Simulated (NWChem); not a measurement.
# One shape, several levels: doublet CHN+

Wanted: a comparison of 3 runs (U-r2SCAN/cc-pVTZ, UB3LYP/cc-pVTZ, UCAM-B3LYP/cc-pVTZ) of doublet CHN+. 

The results are computed with NWChem 7.3.0.

## 1. The structure to begin with

CHN+: 3 atoms, total charge +1, spin state doublet. SMILES of the parent species: `C#N`. The coordinates come from a PBE0-D4/def2-TZVP relaxation. That shape belongs to the parent species and isn't relaxed for this state.

Bond lengths: C1–N2 1.146 Å, C1–H3 1.069 Å. Angles: N2–C1–H3 180.0°.

## 2. The energy at U-r2SCAN/cc-pVTZ (run 1)

File chn.nw:

```
start chn
memory total 2200 mb
charge 1

geometry noautosym nocenter noautoz
C    -0.005600   -0.024400   -0.005600
N     0.252000    1.061000    0.255200
H    -0.246400   -1.036600   -0.249500
end

basis spherical bse
C library cc-pVTZ
N library cc-pVTZ
H library cc-pVTZ
end

dft
xc r2scan
mult 2
grid xfine
convergence energy 1e-08
iterations 100
mulliken
print medium
end

task dft energy
```

On the command line:

```bash
nwchem chn.nw > chn.out
```

Log:

```text
[...]
          Wavefunction type:  spin polarized.
          No. of atoms     :     3
          No. of electrons :    13
[...]
          Charge           :     1
          Spin multiplicity:     2
[...]
          AO basis - number of functions:    74
[...]
              XC Information
              --------------
                      r^2SCAN Method XC Functional
               r^2SCAN metaGGA Exchange Functional  1.000
                     r^2SCAN Correlation Potential  1.000
[...]
 d= 0,ls=0.0,diis     1    -92.8077115585 -1.17D+02  6.15D-03  2.84D-01     2.9
[...]
 d= 0,ls=0.0,diis    16    -92.9001636923  6.08D-10  4.00D-07  4.57D-10    42.9
[...]
         Total DFT energy =      -92.900163692308
      One electron energy =     -167.456667528636
           Coulomb energy =       62.757025064563
    Exchange-Corr. energy =      -12.244691543860
 Nuclear repulsion energy =       24.044170315625
[...]
      Total Density - Mulliken Population Analysis
     ---------------------------------------------
    Atom       Charge   Shell Charges
 -----------   ------   -------------------------------------------------------
    1 C    6     5.54   1.96  0.21  0.87  0.23  0.81  1.16  0.20  0.02  0.07  0.01
    2 N    7     6.71   1.96  0.26  1.03  0.53  0.91  1.49  0.48  0.01  0.04  0.00
    3 H    1     0.75   0.24  0.44  0.02  0.01  0.03  0.00
[...]
      <S2> =      0.7536 (Exact =     0.7500)
[...]
```

Run time: 44 s. Hardware: 1 thread of Intel Xeon Platinum 8375C at 2.90GHz (Ice Lake), shared host; peak memory 0.12 GiB.

## 3. A single-point energy at UB3LYP/cc-pVTZ (run 2)

File chn.nw:

```
start chn
title "CHN B3LYP"
memory stack 880 mb heap 220 mb global 1100 mb
charge 1
geometry units angstrom noautosym nocenter noautoz
  C     -0.005600    -0.024400    -0.005600
  N      0.252000     1.061000     0.255200
  H     -0.246400    -1.036600    -0.249500
end
basis spherical bse
  * library cc-pVTZ
end
dft
  xc b3lyp
  mult 2
  grid xfine
  convergence energy 1e-08
  iterations 100
  mulliken
end
task dft energy
```

On the command line:

```bash
nwchem chn.nw > chn.out
```

Log:

```text
[...]
          Wavefunction type:  spin polarized.
          No. of atoms     :     3
          No. of electrons :    13
[...]
          Charge           :     1
          Spin multiplicity:     2
[...]
          AO basis - number of functions:    74
[...]
              XC Information
              --------------
                         B3LYP Method XC Potential
                     Hartree-Fock (Exact) Exchange  0.200
                        Slater Exchange Functional  0.800 local
                    Becke 1988 Exchange Functional  0.720 non-local
              Lee-Yang-Parr Correlation Functional  0.810
                  VWN I RPA Correlation Functional  0.190 local
[...]
 d= 0,ls=0.0,diis     1    -92.8658742218 -1.17D+02  5.67D-03  2.88D-01     2.5
[...]
 d= 0,ls=0.0,diis    12    -92.9569043157 -3.23D-09  2.28D-07  2.24D-10    26.4
[...]
         Total DFT energy =      -92.956904315658
      One electron energy =     -167.473921913758
           Coulomb energy =       62.767703073664
    Exchange-Corr. energy =      -12.294855791188
 Nuclear repulsion energy =       24.044170315625
[...]
      Total Density - Mulliken Population Analysis
     ---------------------------------------------
    Atom       Charge   Shell Charges
 -----------   ------   -------------------------------------------------------
    1 C    6     5.58   1.96  0.23  0.86  0.25  0.83  1.12  0.23  0.02  0.07  0.01
    2 N    7     6.69   1.95  0.27  1.02  0.51  0.93  1.46  0.50  0.01  0.04  0.00
    3 H    1     0.73   0.24  0.42  0.02  0.01  0.03  0.00
[...]
      <S2> =      0.7517 (Exact =     0.7500)
[...]
```

Wall time 27 s (1 thread of Intel Xeon Platinum 8375C at 2.90GHz (Ice Lake), shared host); peak memory 0.12 GiB.

## 4. A single-point energy at UCAM-B3LYP/cc-pVTZ (run 3)

File chn.nw:

```
START chn
memory stack 880 mb heap 220 mb global 1100 mb
charge 1

GEOMETRY noautosym nocenter noautoz
  C     -0.005600    -0.024400    -0.005600
  N      0.252000     1.061000     0.255200
  H     -0.246400    -1.036600    -0.249500
END

BASIS spherical bse
  * library cc-pVTZ
END

DFT
  xc xcamb88 1.00 lyp 0.81 vwn_5 0.19 hfexch 1.00
  cam 0.33 cam_alpha 0.19 cam_beta 0.46
  mult 2
  grid xfine
  convergence energy 1e-08
  direct
  maxiter 100
  mulliken
  print medium
END

TASK dft energy
```

On the command line:

```bash
nwchem chn.nw > chn.out
```

Log:

```text
[...]
          Wavefunction type:  spin polarized.
          No. of atoms     :     3
          No. of electrons :    13
[...]
          Charge           :     1
          Spin multiplicity:     2
[...]
          AO basis - number of functions:    74
[...]
              XC Information
              --------------
                     Hartree-Fock (Exact) Exchange  1.000
                   CAM-Becke88 Exchange Functional  1.000
                      VWN V Correlation Functional  0.190 local
              Lee-Yang-Parr Correlation Functional  0.810
[...]
 d= 0,ls=0.0,diis     1    -92.8184779292 -1.17D+02  4.60D-03  2.85D-01     5.0
[...]
 d= 0,ls=0.0,diis    11    -92.9092219666 -1.48D-09  1.27D-07  5.13D-11    47.4
[...]
         Total DFT energy =      -92.909221966555
      One electron energy =     -167.454086010099
           Coulomb energy =       62.744263188899
    Exchange-Corr. energy =      -12.243569460980
 Nuclear repulsion energy =       24.044170315625
[...]
      Total Density - Mulliken Population Analysis
     ---------------------------------------------
    Atom       Charge   Shell Charges
 -----------   ------   -------------------------------------------------------
    1 C    6     5.59   1.96  0.23  0.85  0.27  0.83  1.12  0.24  0.02  0.07  0.01
    2 N    7     6.69   1.95  0.27  1.01  0.50  0.93  1.46  0.51  0.01  0.04  0.00
    3 H    1     0.72   0.24  0.42  0.02  0.01  0.02  0.00
[...]
      <S2> =      0.7516 (Exact =     0.7500)
[...]
```

Wall time 48 s (1 thread of Intel Xeon Platinum 8375C at 2.90GHz (Ice Lake), shared host); peak memory 0.12 GiB.

## 5. All runs side by side

```
run               level  energy (Eh)  HOMO energy (eV)  LUMO energy (eV)   ⟨S²⟩  wall time
  1    U-r2SCAN/cc-pVTZ   -92.900164            -19.34            -17.91  0.754       44 s
  2      UB3LYP/cc-pVTZ   -92.956904            -20.46            -17.38  0.752       27 s
  3  UCAM-B3LYP/cc-pVTZ   -92.909222            -22.23            -15.64  0.752       48 s
```

## 6. Results

```
                                 quantity         value
                      run 3: total energy  -92.90922 Eh
run 3: HOMO energy (highest over α and β)     -22.23 eV
 run 3: LUMO energy (lowest over α and β)     -15.64 eV
                              run 3: ⟨S²⟩         0.752
```

What this shows: Totals of different functionals can't be ranked against each other. All runs together took 2 min, the longest 48 s.
